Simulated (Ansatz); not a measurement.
Property card for NiPt₃

These are results of Ansatz 0.2.0, DFT r2SCAN, scalar-relativistic, plane waves, PAW, not measurements.

Plane waves to 500 eV, a k mesh through Γ of 12×12×12 on the computed 4-atom cell and Gaussian smearing (0.10 eV); collinear spin from starting moments 1.13 0.25 0.25 0.25 μB.

The structure is relaxed at this level of theory with its symmetry kept. Whether it is the stable form of this composition wasn't checked.

```
Ni Pt
1.0
     3.85171    0.00000    0.00000
     0.00000    3.85171    0.00000
     0.00000    0.00000    3.85171
Ni Pt
1 3
Direct
  0.00000 0.00000 0.00000
  0.00000 0.50000 0.50000
  0.50000 0.00000 0.50000
  0.50000 0.50000 0.00000
```

* Space group: Pm-3m (No. 221)
* Volume per atom: 96.4 bohr³
* Formation energy from the elements' standard states (uncorrected): -0.079 eV/atom
* Generalised Kohn–Sham band gap: none (metal)
* Density of states at the Fermi level: 6.13 states/eV per cell
* Löwdin character within 0.5 eV of the Fermi level: Pt 5d 59 %, Ni 3d 34 %
* Bader charges (e): Ni (1 in the cell) 0.55, Pt (3 in the cell) -0.18
* Total moment: 1.61 μB per cell
* Site moments (μB; atoms counted from 1 over the whole cell): Ni (atom 1) 1.02, Pt (atom 2) 0.22, Pt (atom 3) 0.22, Pt (atom 4) 0.22

The state reached may not be the lowest one. Spin-orbit coupling is left out, which matters for the bands of heavy elements.

Only this magnetic start was tried.

Cost: 1 run of about 4 core-minutes, on Arm Neoverse V2 (shared hosts).